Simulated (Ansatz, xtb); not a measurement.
## Loss of SiH4: SiH2(OH)(SiH3) → SiH2O + SiH4

Species: SiH2(OH)(SiH3) (disilanol), singlet; SiH2O (oxosilane) `O=[SiH2]`, singlet; SiH4 (silane) `[SiH4]`, singlet. 

Shapes, held fixed at every level: PBE0-D4/def2-TZVP. Flexible molecules stand in one conformer, not always the lowest. Programs: Ansatz 0.2.0, xtb 6.7.1. The zero-point and thermal change to 298 K, harmonic and unscaled (PBE0-D4/def2-TZVP), is -13.4 kJ/mol.

```json
{"level": "GFN0-xTB", "kind": "semi-empirical", "ΔH(298 K) (kJ/mol)": "-115.8", "less CCSD(T)/CBS estimate": "-282.3"}
{"level": "PBE-D4/def2-TZVPP", "kind": "GGA", "ΔH(298 K) (kJ/mol)": "+168.9", "less CCSD(T)/CBS estimate": "+2.4"}
{"level": "B3LYP-D4/def2-TZVPP", "kind": "global hybrid", "ΔH(298 K) (kJ/mol)": "+159.4", "less CCSD(T)/CBS estimate": "-7.1"}
{"level": "BHLYP-D4/def2-TZVPP", "kind": "global hybrid", "ΔH(298 K) (kJ/mol)": "+180.1", "less CCSD(T)/CBS estimate": "+13.6"}
{"level": "MP2/def2-SVP", "kind": "perturbation theory", "ΔH(298 K) (kJ/mol)": "+148.2", "less CCSD(T)/CBS estimate": "-18.3"}
{"level": "CCSD(T)/def2-SVP", "kind": "coupled cluster or CI", "ΔH(298 K) (kJ/mol)": "+152.8", "less CCSD(T)/CBS estimate": "-13.7"}
{"level": "CCSD(T)/def2-TZVPP", "kind": "coupled cluster or CI", "ΔH(298 K) (kJ/mol)": "+161.2", "less CCSD(T)/CBS estimate": "-5.3"}
{"level": "CCSD(T)/CBS estimate", "kind": "coupled cluster or CI", "ΔH(298 K) (kJ/mol)": "+166.5", "less CCSD(T)/CBS estimate": "0.0"}
```

The highest level, CCSD(T)/CBS estimate, gives ΔH(298 K) = +166.5 kJ/mol; the levels span -115.8 to +180.1. They disagree on the sign: 7 of 8 are positive. GFN0-xTB strays far from the other rows. The column of differences is taken from that level and isn't an error. No measured value is set beside it here. The CBS estimate extrapolates MP2 from def2-TZVPP and def2-QZVPP and adds CCSD(T) − MP2 in the triple-zeta set, cores frozen.
